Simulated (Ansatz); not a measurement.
# Worked example: a bond strength in CF2 (SMILES F[C]F)

CF2: 3 atoms, total charge 0, spin state singlet. SMILES: `F[C]F`. The shape was relaxed beforehand at PBE0/def2-SVP.

```xyz
3

F     0.3157    0.9686    0.2810
C     0.3808   -0.3173    0.1745
F    -0.6965   -0.6514   -0.4554
```

Wanted: the dissociation energy of the C2–F1 bond into doublet CF and doublet F (shapes relaxed at PBE0/def2-SVP, no zero-point term). 1 Eh = 2625.50 kJ/mol = 27.2114 eV. Totals in Eh; open shells run unrestricted unless said.

| level | program | CF2 | doublet CF | doublet F |
| --- | --- | --- | --- | --- |
| r2SCAN/def2-TZVPP | Ansatz | -237.700947 | -137.774927 | -99.727635 |
| B3LYP/def2-TZVPP | Ansatz | -237.806548 | -137.842623 | -99.770147 |
| B2PLYP/def2-TZVPP, 3 core orbitals frozen | Ansatz | -237.670779 | -137.756746 | -99.718571 |

Task: Work out the dissociation energy at each level.

Result: 
1. r2SCAN/def2-TZVPP: (-137.774927) + (-99.727635) − (-237.700947) = 0.198385 Eh = 520.9 kJ/mol = 5.40 eV.
2. B3LYP/def2-TZVPP: (-137.842623) + (-99.770147) − (-237.806548) = 0.193778 Eh = 508.8 kJ/mol = 5.27 eV.
3. B2PLYP/def2-TZVPP: (-137.756746) + (-99.718571) − (-237.670779) = 0.195462 Eh = 513.2 kJ/mol = 5.32 eV.

The levels span 509 to 521 kJ/mol; no measured value is set beside them. A bond enthalpy at 298 K also holds the loss of zero-point energy and thermal terms.
